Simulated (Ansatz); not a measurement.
A nudged elastic band was laid between two geometries of CH$_{7}$AlS (10 atoms, charge 0, multiplicity 1).

Level of theory: RKS PBE0/6-31G* (Ansatz).

```json
{"movable images": "4", "climbing image": "no", "spring": "5.0 eV/Å²", "optimiser": "quadratic models (default)", "start path": "through a guess of the saddle point", "force threshold": "0.05 eV/Å", "iteration limit": "60", "end points": "relaxed"}
```

Initial state:

```xyz
10
Properties=species:S:1:pos:R:3
Al -0.070 -0.152 0.414
C 0.161 0.439 2.283
H -0.679 0.151 2.928
H 1.082 0.052 2.736
H 0.227 1.534 2.330
H 1.191 -0.183 -0.581
H -1.527 -0.073 -0.262
S -0.057 -2.706 0.776
H -0.430 -3.070 -0.465
H -1.291 -2.881 1.284
```

Final state:

```xyz
10
Properties=species:S:1:pos:R:3
Al -0.010 -0.757 -0.388
C -0.026 0.002 2.682
H -0.960 0.098 3.241
H 0.829 0.196 3.333
H -0.023 0.744 1.874
H 1.386 -0.013 -0.483
H -1.435 -0.062 -0.471
S 0.065 -2.952 -0.327
H -1.272 -3.123 -0.314
H 0.054 -1.022 2.297
```

**Question.** What changes between the two ends?

**Answer.** Bonds broken: Al1–C2, S8–H10. Bonds formed: C2–H10. CH7AlS becomes AlH3S + CH4.

**Question.** Give the energies along the band, and the barrier.

**Answer.** The run converged. The highest image is number 2 of 0 to 5, 3.5 kJ/mol above the first end and 97.4 kJ/mol above the last; the last end lies 94.0 kJ/mol below the first. A structure lower than the last end lies on the path between it and the top, so the climb from that side starts below the end, which may itself be a saddle point or a shallow side well. No image climbed, so the highest image needn't sit at the top of the path. A band with more images between the same ends climbed to 0.66 eV, so this one has probably stepped over the top. The orbitals stay closed-shell, which can raise the energy where a bond breaks towards radicals; this wasn't checked here.

```json
{"image": "0", "path coordinate (Å)": "0.00", "energy (kJ/mol)": "0.0", "Al1–C2 (Å)": "1.97", "S8–H10 (Å)": "1.35", "C2–H10 (Å)": "3.76"}
{"image": "1", "path coordinate (Å)": "1.88", "energy (kJ/mol)": "2.9", "Al1–C2 (Å)": "1.98", "S8–H10 (Å)": "1.34", "C2–H10 (Å)": "3.66"}
{"image": "2", "path coordinate (Å)": "3.76", "energy (kJ/mol)": "3.5", "Al1–C2 (Å)": "1.98", "S8–H10 (Å)": "1.35", "C2–H10 (Å)": "3.22"}
{"image": "3", "path coordinate (Å)": "5.64", "energy (kJ/mol)": "-9.6", "Al1–C2 (Å)": "2.33", "S8–H10 (Å)": "2.19", "C2–H10 (Å)": "1.25"}
{"image": "4", "path coordinate (Å)": "7.52", "energy (kJ/mol)": "-94.4", "Al1–C2 (Å)": "3.18", "S8–H10 (Å)": "3.38", "C2–H10 (Å)": "1.10"}
{"image": "5", "path coordinate (Å)": "9.40", "energy (kJ/mol)": "-94.0", "Al1–C2 (Å)": "3.16", "S8–H10 (Å)": "3.26", "C2–H10 (Å)": "1.10"}
```

**Question.** What is the geometry of the highest image?

**Answer.** 
```xyz
10
Properties=species:S:1:pos:R:3:forces:R:3
Al 0.225 -0.163 0.290 0.00 0.01 0.02
C 0.129 0.297 2.211 0.00 -0.01 -0.01
H 0.704 -0.392 2.844 0.01 0.00 0.00
H 0.559 1.293 2.381 -0.01 0.01 0.00
H -0.898 0.328 2.595 0.00 -0.01 0.00
H 1.662 -0.359 -0.392 0.01 0.00 0.00
H -1.012 0.204 -0.668 0.00 0.00 0.00
S -0.385 -2.701 0.427 0.00 0.00 0.00
H -1.665 -2.617 0.027 -0.01 0.01 0.00
H -0.711 -2.779 1.730 0.00 0.00 0.00
```

Run time: 9.2 min on 1 thread of Arm Neoverse V1, with other jobs on the host, peak memory 0.13 GiB.
